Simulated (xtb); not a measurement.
Input file for xtb: GFN1-xTB on C2H4 (SMILES C=C).

```
$ xtb mol.xyz --gfn 1 --sp --chrg 0 --uhf 0
6

C      1.85776800     0.47280300     0.47242500
C      1.85776800    -0.47280300    -0.47242500
H      0.93377200     0.87468800     0.87406300
H      2.78381800     0.87170900     0.87155600
H      2.78381800    -0.87170900    -0.87155600
H      0.93377200    -0.87468800    -0.87406300
```

### Question
What total energy does the run end on?

### Answer
-6.3416 hartree.
